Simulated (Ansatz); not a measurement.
hcp Be was calculated with r²SCAN50 in Ansatz (plane waves, PAW).

Numerical settings: plane-wave cutoff 520 eV, 15×15×8 k mesh (along the axes of the cell as run), Fermi–Dirac smearing 0.05 eV, scalar-relativistic PAW data made under PBE.

Computed at the level's own relaxed cell.

Estimate the lattice constant a and c axis length that the calculation returns.


- lattice constant a = 2.253 Å
- c axis length = 3.571 Å

Measured, for comparison: lattice constant a 2.286 Å (293 K, not corrected to a static lattice, our sources range from 2.286 to 2.290; as tabulated in Wikipedia's data pages); lattice parameter c 3.584 Å (293 K, not corrected to a static lattice; as tabulated in Wikipedia's data pages). Computed (rounded) less measured: lattice constant a -1.4 % (-1.4 % to -1.6 % over the range), lattice parameter c -0.4 %. A static lattice is as a rule a little smaller and stiffer than an uncorrected measurement, which narrows the difference in the lattice constant a, lattice parameter c and would widen misses of the other sign.

The computed numbers hold no vibrational or temperature effects.

The result took about 14 core-minutes (a rough figure).

Ansatz is an electronic-structure program.
